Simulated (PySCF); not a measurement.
Vibration and rotation of LiAl⁺

UHF-CCSD(T) constants of LiAl⁺, ²Σ⁺ (doublet), unpaired electrons σ ↑ (basis Li cc-pVDZ, Al cc-pV(D+d)Z; no relativity; PySCF 2.14; masses 7.0160 and 26.9815 u):

| Quantity | Value |
| --- | --- |
| ωe | 240.9 cm⁻¹ |
| ωexe | 1.51 cm⁻¹ |
| Be | 0.32483 cm⁻¹ |
| αe | 0.00381 cm⁻¹ |
| De to Li⁺ + Al | 1.17 eV |

(1) What force constant and bond length do these constants imply?

(2) Estimate the centrifugal constant D from the Kratzer relation and find the Dunham coefficient a1.

Correlated steps freeze 5 core orbitals. Correlated levels converge slowly with the basis: in double zeta they bind strong bonds too weakly, by up to about 1 eV, and carry superposition errors of some tenths. For an ion De counts to the pair picked by the measured ionisation energies or electron affinities, which need not be the lowest pair at this level. The state is the lowest determinant that a PBE0 search found; another state may lie lower at other levels.

Answers

(1) Reduced mass μred = 5.5681 u; k = 5.8918×10⁻⁷·μred·ωe² (u, cm⁻¹, mdyn/Å) = 0.190 mdyn/Å; Re = √(16.8576/(μred·Be)) (u, cm⁻¹, Å) = 3.053 Å.

(2) D = 4Be³/ωe² = 2.36e-06 cm⁻¹; a1 = −1 − αeωe/(6Be²) = -2.45.
